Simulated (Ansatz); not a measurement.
Reaction (substitution at a C–Al bond): `N#[C][AlH2]` + NH₃ → `N#CN` + `[AlH3]`

Computed with Ansatz on PBE0-D4/def2-TZVP structures; ΔE is electronic, products minus reactants. CCSD(T)/CBS is frozen-core, at the limit of the def2 triple- and quadruple-zeta sets. One conformer a species, not always the lowest.

```csv
level,ΔE (eV)
MP2/cc-pV(D+d)Z,1.15
CCSD(T)/CBS(cc),1.30
```

**Question.** What does CCSD(T)/CBS give? (An estimate is asked.)

**Answer.** Ansatz gave: +1.32 eV. The listed levels differ from it by -0.17, -0.02 eV.

Largest T1 diagnostic among the species: 0.014.

Leaving LDA and LC-ωPBE aside and taking each functional with its dispersion term where it has one, the values, not all of them listed here, spread over 0.19 eV, from PBE-D4 to B2PLYP. LDA lies −0.18 eV from PBE without D4. At CCSD(T), def2-SVP lies −0.25 eV from the extrapolated value and def2-TZVPP −0.04 eV. From BLYP to BHLYP (50 % exact exchange), in def2-TZVPP and without D4, ΔE moves by +0.03 eV.
